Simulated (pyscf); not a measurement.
Routes from `[SiH3][O][SiH3]` + `[FH]`

Candidate steps break at most two bonds and form at most two. Each was searched with GFN2-xTB (tblite) first. Structures and frequencies: ωB97X-D3(BJ)/def2-SVP in PySCF. Energies: ωB97M-D3(BJ)/def2-TZVP, kJ/mol, from the separated reactants, singlet surface.

```json
[
 {"products": "F–SiH₃ + HO–SiH₃", "type": "four-centre exchange", "ΔE‡": "74.6", "ΔE": "-27.3", "ΔG‡ 298 K": "117.0", "ΔG‡ 900 K": "210.3", "ν‡ (cm⁻¹)": "626i"},
 {"products": "F–SiH₂–O–SiH₃ + H₂", "type": "four-centre exchange", "ΔE‡": "108.8", "ΔE": "-137.1", "ΔG‡ 298 K": "147.3", "ΔG‡ 900 K": "235.8", "ν‡ (cm⁻¹)": "1075i"}
]
```

Row 1: On the reactant side the descent ends in a complex, 24.7 kJ/mol under the separated species and 101.6 kJ/mol under the saddle at ωB97X-D3(BJ)/def2-TZVP. On the product side the descent ends in a complex (not fully relaxed), 17.2 kJ/mol under the separated species and 115.0 kJ/mol under the saddle at ωB97X-D3(BJ)/def2-TZVP. 

Plain bond fissions and candidates not yet searched are not listed, and one of them may be faster. Each barrier is that of the saddle found; lower ones may exist.
